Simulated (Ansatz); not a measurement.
Mulliken charges of CH₃F₂NO (`NC(O)(F)F`) from PBE/def2-TZVPP in Ansatz (PBE0-D4/def2-TZVP geometry).

```tsv
atom	x (Å)	y (Å)	z (Å)	charge (e)
N1	-0.091	1.172	0.018	-0.297
C2	0.248	-0.170	-0.206	0.332
O3	-0.510	-1.052	0.510	-0.260
F4	0.126	-0.446	-1.528	-0.158
F5	1.557	-0.357	0.100	-0.158
H6	0.033	1.405	0.995	0.166
H7	-1.052	1.338	-0.250	0.166
H8	-0.218	-1.948	0.305	0.210
```

**Question.** By hand: the dipole of these point charges (1 e Å = 4.8032 D).

**Answer.** Σ q r = (-0.239, 0.042, 0.207) e Å, of length 0.319 e Å = 1.53 D.

**Question.** How does the dipole of the full density compare? (Estimate.)

**Answer.** Ansatz gave: (-0.285, -0.073, 0.254) e Å, 1.87 D; the point charges give 0.82 times that, at 18° from its direction.

Point charges leave out the atoms' own dipoles, such as those of lone pairs, and Mulliken's split depends on the basis, so the two needn't agree.
